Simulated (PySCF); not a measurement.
2,3-hexadiene, C6H10.
Cartesian coordinates in Å at the PBE0-D3(BJ)/def2-SVP level; atoms count from 1:
```xyz
16
C6H10 angstrom
C      3.0810   -0.1690    0.7305
C      1.8681    0.5625    0.2360
C      0.6976    0.0178    0.0053
C     -0.4702   -0.5390   -0.2072
C     -1.5775   -0.6524    0.8058
C     -2.8379    0.0945    0.3842
H      2.8690   -1.2349    0.8915
H      3.4393    0.2602    1.6806
H      3.9111   -0.0867    0.0096
H      1.9774    1.6401    0.0499
H     -0.6790   -0.9372   -1.2108
H     -1.8177   -1.7210    0.9499
H     -1.2198   -0.2795    1.7780
H     -3.6422   -0.0304    1.1253
H     -2.6396    1.1716    0.2745
H     -3.2157   -0.2724   -0.5835
```

The calculation used PBE0-D3(BJ)/def2-SVP geometry optimisation, gas phase in PySCF 2.14.0.

Take the most abundant isotopes and a rigid rotor. The values belong to one conformer with, in the numbering `[CH3:1][CH:2]=[C:3]=[CH:4][CH2:5][CH3:6]`, C3–C4–C5–C6 118°.

Problem. Give the principal moments of inertia and the rotational constants in cm⁻¹.

Solution. Ia = 38.17, Ib = 383.55, Ic = 388.88 u·Å²; 505379 MHz·u·Å²/I gives 13240, 1318 and 1300 MHz, that is A = 0.44165, B = 0.04395, C = 0.04335 cm⁻¹.

Problem. What kind of rotor is it?

Solution. A near-prolate asymmetric top; Ray's κ = -0.997.

Problem. Is it planar, by Δ = Ic − Ia − Ib?

Solution. Not planar: Δ = Ic − Ia − Ib = -32.84 u·Å². For a rigid frame Δ = −2 Σ m c², so Σ m c² = 16.42 u·Å² lies off the ab plane: 8.35 from hydrogen and 8.07 from heavier atoms. The atom farthest from that plane is 1.71 Å away.

Problem. Give the other two planar moments, Paa and Pbb, and the rms extents of the mass along the axes.

Solution. Paa = Σ m a² = (Ib + Ic − Ia)/2 = 367.13 and Pbb = Σ m b² = (Ia + Ic − Ib)/2 = 21.75 u·Å². With the mass M = 82.08 u, the rms extents √(P/M) along a, b and c are 2.11, 0.51, 0.45 Å.

Problem. Where do the levels up to J = 2 lie, in MHz?

Solution. Above 0(0,0):
J = 1: 1(0,1) 2617, 1(1,1) 14540, 1(1,0) 14558
J = 2: 2(0,2) 7852, 2(1,2) 19756, 2(1,1) 19810, 2(2,1) 55578, 2(2,0) 55578
The levels of one J sum to (2J + 1)J(J + 1)(A + B + C)/3.

Problem. Predict some low-J microwave lines.

Solution. The dipole components are |μa| = 0.03 D, |μb| = 0.18 D, |μc| = 0.13 D. Intensities carry the squares of the components, which stand as 0.02 : 1.00 : 0.53 (a : b : c). Some lines, for components of 0.1 D or more:

| type | branch | J(Ka,Kc) | MHz | lower level (cm⁻¹) |
| --- | --- | --- | --- | --- |
| c | Q | 1(1,1) ← 1(0,1) | 11923 | 0.087 |
| b | Q | 2(1,1) ← 2(0,2) | 11959 | 0.262 |
| c | R | 1(1,0) ← 0(0,0) | 14558 | 0.000 |
| b | R | 2(1,2) ← 1(0,1) | 17139 | 0.087 |
| b | R | 3(1,3) ← 2(0,2) | 19729 | 0.262 |
| b | Q | 2(2,0) ← 2(1,1) | 35768 | 0.661 |
| c | R | 2(2,0) ← 1(1,0) | 41020 | 0.486 |
| c | R | 3(2,2) ← 2(1,2) | 43673 | 0.659 |
| c | R | 3(3,1) ← 2(2,1) | 67510 | 1.854 |
| b | R | 3(3,0) ← 2(2,1) | 67510 | 1.854 |

No frequency check. Constants of a rigid frame at the computed geometry: no zero-point averaging, no centrifugal distortion. A rigid rotor knows nothing of internal rotation, which can split or shift real lines.

Time: 22 s. Hardware: an Arm Neoverse V2 with one thread (shared host). This is the geometry optimisation.
